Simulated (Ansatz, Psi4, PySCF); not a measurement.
Molecule: C3H6O (charge 0, singlet). SMILES: [C@@H]1(CO1)C
Geometry: optimised at B3LYP-D3(BJ)/def2-TZVP (Ansatz, an electronic-structure program).

B3LYP/6-31G* beside other levels, property by property. Conventions: non-relativistic; no dispersion term unless named; LANL2DZ all-electron up to Ne; 6-31G* and kin with 6d, 5d where marked; open shells spin-unrestricted; spin-orbit terms left out; frozen cores in correlated levels; atomisation electronic, to ground-state atoms. Basis-set limits of correlation are two-point, X^-3; Hartree-Fock from the larger set. [CCSD(T)-MP2]/basis is that difference in the basis named. First-principles rows: single points at B3LYP-D3(BJ) geometries (Ansatz), with unscaled harmonic terms from B3LYP/6-31G* at its own minima, enthalpies of formation by atomisation with measured atoms.

Measured values: NIST CCCBDB, as tabulated in the package chemicals; dipoles are vibrational averages. Coupled cluster (Ansatz) is a level with limits of its own, used here on species with T1 under 0.025 (0.045 for open shells) and stable references: (a) RI-MP2/CBS(aug-cc-pVTZ,aug-cc-pVQZ)+[CCSD(T)-MP2]/aug-cc-pVTZ; (b) RI-MP2/CBS(cc-pVTZ,cc-pVQZ)+[CCSD(T)-MP2]/cc-pVTZ.

| property | B3LYP/6-31G* (Ansatz) | BP86/def2-SVP (PySCF) | B3LYP/LANL2DZ (Ansatz) | wB97X-D/6-31G* (Psi4) | to compare with |
|---|---|---|---|---|---|
| proton affinity at O (heteroatom site), enthalpy at 298 K, to C[C@H]1C[OH+]1 (kcal/mol) | 191.5 | 190.7 | 195.0 | 192.0 | 190.8 coupled cluster (b) |
| atomisation energy (kcal/mol) | 945.8 | 985.8 | 899.4 | 951.8 | 949.4 coupled cluster (a) |
| enthalpy of formation at 298 K (kcal/mol) | -17.7 | -57.7 | 28.7 | -23.6 | -21.3 coupled cluster (a) |
| C-C bond dissociation enthalpy at 298 K, to [CH3] (CH3) + [CH]1CO1 (kcal/mol) | 92.8 | 93.7 | 91.6 | 98.3 | 97.3 coupled cluster (b) |
| size of the dipole moment (D) | 1.98 | 1.85 | 2.46 | 2.07 | 2.01 measured |

As the rows show:
- proton affinity at O (heteroatom site), enthalpy at 298 K, to C[C@H]1C[OH+]1: B3LYP/6-31G* lies 0.7 kcal/mol above coupled cluster.
- atomisation energy: B3LYP/6-31G* lies 3.6 kcal/mol below coupled cluster.
- enthalpy of formation at 298 K: B3LYP/6-31G* lies 3.6 kcal/mol above coupled cluster.
- C-C bond dissociation enthalpy at 298 K, to [CH3] (CH3) + [CH]1CO1: B3LYP/6-31G* lies 4.5 kcal/mol below coupled cluster.
- size of the dipole moment: B3LYP/6-31G* lies 0.03 D below the measured value.

The properties are those with a value to compare with, at most eight drawn at random. No case is left out for the size of its miss. Left out are saddle points of the reference geometry, anions that the best level run finds unbound, excited spin states, species near biochemistry, cases with under five habitual levels, runs that failed or whose electronic state is in doubt, and table entries that another table contradicts.
